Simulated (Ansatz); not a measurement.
Cubic perovskite SrTiO3 (cubic form, which distorts at low temperature), treated with Hartree–Fock in Ansatz (plane waves, PAW).

Numerical settings: plane-wave cutoff 460 eV, 6×6×6 k mesh, Fermi–Dirac smearing 0.01 eV, no spin polarisation, scalar-relativistic PAW data made under PBE.

Response to compression and expansion:

```csv
V (Å³/atom),P (GPa),direct gap at Γ (eV),smallest gap on the k mesh (eV)
11.347,12.18,12.833,12.433
11.646,5.72,12.741,12.337
11.955,-0.15,12.641,12.236
12.243,-4.96,12.545,12.142
12.542,-9.35,12.443,12.044
```

The fundamental gap (12.24 eV at the equilibrium volume, on the SCF mesh) lies elsewhere than Γ–Γ.

Measured, for comparison: band gap 3.59 eV (zero-point renormalisation of 336 meV (experimental, the table's column) added back here, indirect; inputs from Miglio et al. (2020), arXiv:2011.12765).

Note: the relaxation could not lower the start's symmetry, so the cell can be a saddle point above a distorted one.

Spin–orbit coupling is not included.

Ansatz is a program for electronic structure.
